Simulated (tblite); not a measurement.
Species: C3H4ClO (doublet state).
Numbering: `[H]/[C:1]=[C:2](\[Cl:3])[CH2:4][OH:5]` (hydrogens: H6 on C1; H7, H8 on C4; H9 on O5)

Structure used (GFN2-xTB), in Å, numbered top down from 1:
```
atom  x, y, z in Å
C1     1.3274   -1.2407   -0.1599
C2     0.6240   -0.1905   -0.0781
Cl3    1.4134    1.4250    0.3807
C4    -0.8500    0.0318   -0.2971
O5    -1.4858    0.5892    0.8114
H6     2.2653   -1.7245   -0.0923
H7    -1.3327   -0.9292   -0.4866
H8    -0.9636    0.6734   -1.1855
H9    -0.9845    1.3715    1.0822
```

Computed values, GFN2-xTB/tblite, gas phase, harmonic and unscaled. This tight-binding method is rough: wavenumbers can miss measured ones by several per cent, in bad cases by 10 to 20. One conformer, not necessarily the lowest. Open shells enter through the occupations alone, without spin polarisation, and single modes of such species can be off by tens of per cent.

Harmonic wavenumbers (cm⁻¹): 82.2, 202.3, 293.2, 325.6, 381.7, 434.6, 541.3, 592.0, 666.7, 926.9, 964.5, 1090.8, 1152.1, 1278.0, 1328.1, 1442.0, 1781.2, 2849.4, 2988.0, 3280.9, 3469.8.

A = 5311, B = 3501, C = 2270 MHz; mass 90.995 u (most abundant isotopes); point group C1, symmetry number 1; spin multiplicity 2.

Problem. Zero-point energy?

Solution. ½Σν̃ = 13036 cm⁻¹ = 37.27 kcal/mol.

Problem. Give the ideal-gas entropy at 298.15 K and 1 bar in the rigid-rotor, harmonic-oscillator model (classical rotation).

Solution. Translation 39.46, rotation 26.43, vibration 12.36, spin (R ln 2) 1.38: S = 79.6 cal/(mol K).

Problem. And Cp and H(298.15 K) − H(0)?

Solution. Cp = 22.89 cal/(mol K), of which vibrations give 14.94 (their classical limit is 21 R = 41.7); H(298.15 K) − H(0) = 4.51 kcal/mol without the zero-point energy, 2.14 from vibrations.

Problem. How do the functions run with temperature in this model?

Solution. 
```csv
T (K),S (cal/(mol K)),Cp (cal/(mol K)),H − H(0) (kcal/mol),G − H(0) (kcal/mol),ln q(vib)
100,61.2,12.2,0.96,-5.15,0.45
200,71.5,18.1,2.49,-11.81,1.46
300,79.8,23.0,4.55,-19.39,2.64
500,93.3,30.1,9.91,-36.75,5.06
800,109.0,36.5,20.00,-67.21,8.47
1000,117.5,39.3,27.60,-89.88,10.53
```

q(vib) and H(0) count from the zero-point level.

Problem. What must be added to the electronic energy to get the Gibbs energy at 298.15 K and 1 bar?

Solution. ZPE + [H(298.15 K) − H(0)] − T·S = 37.27 + 4.51 − 23.74 = 18.04 kcal/mol.

Problem. Blend soft modes into free rotors: weight 1/[1 + (100 cm⁻¹/ν̃)⁴] for the oscillator and the rest for a rotor with moment μB/(μ + B), μ = h/(8π²ν), B = 10⁻⁴⁴ kg m². What vibrational entropy results?

Solution. 11.83 cal/(mol K) in place of 12.36, which changes −T·S at 298.15 K by +0.16 kcal/mol.

Problem. Which modes carry the vibrational entropy at 298.15 K?

Solution. 82.2 cm⁻¹: 3.84; 202.3 cm⁻¹: 2.11; 293.2 cm⁻¹: 1.46; 325.6 cm⁻¹: 1.28; 381.7 cm⁻¹: 1.03; 434.6 cm⁻¹: 0.84 cal/(mol K); the other 15 give 1.80 together.

Hindered rotation and anharmonicity are outside this model. Other conformers, if any are populated, would add a mixing term that is left out. The structure is chiral; the term R ln 2 for an equal mix with its mirror image is left out.
